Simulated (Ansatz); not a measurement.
A made-up structure of H$_{3}$SO (charge +1), closed shell:

```
5
angstrom
O -0.3277 -0.4565 0.0079
S 0.8981 0.7809 0.2725
H -0.9365 -0.5981 0.7574
H 1.8920 1.2464 1.0757
H 0.3570 1.5696 -0.6792
```

It is relaxed with PBE-D4/def2-SVP and then PBE0-D4/def2-TZVP (Ansatz 0.2.0). Atoms count as bonded within 1.22 times the sum of their covalent radii (H–H: 0.88 Å). The end point is not checked to be a true minimum.

Question: Does its bonding change? (A judgement: the text doesn't fix the answer.)

Answer: By the calculation: No: no bond forms or breaks.

Where it ends: The first stage lowers the energy by 2.21 eV in 8 steps. It ends as H₃SO ([OH][SH2]), total charge +1:
O1  (-0.073, -0.514, 0.177)
S2  (1.026, 0.564, -0.143)
H3  (-0.780, -0.237, 0.785)
H4  (1.391, 1.047, 1.077)
H5  (0.319, 1.683, -0.461)
(Å)

Labels in which every atom is bracketed show which atoms are joined, not bond orders.

For scale, one of the runs: PBE0-D4/def2-TZVP relaxation, 86 basis functions, launched by `ansatz run in.yaml --threads 2 --pin off --events-out ev --progress --plain --max-ram 4352MiB`. The run took about 6.5 s on 2 CPU threads of an Arm Neoverse V2 (shared host).
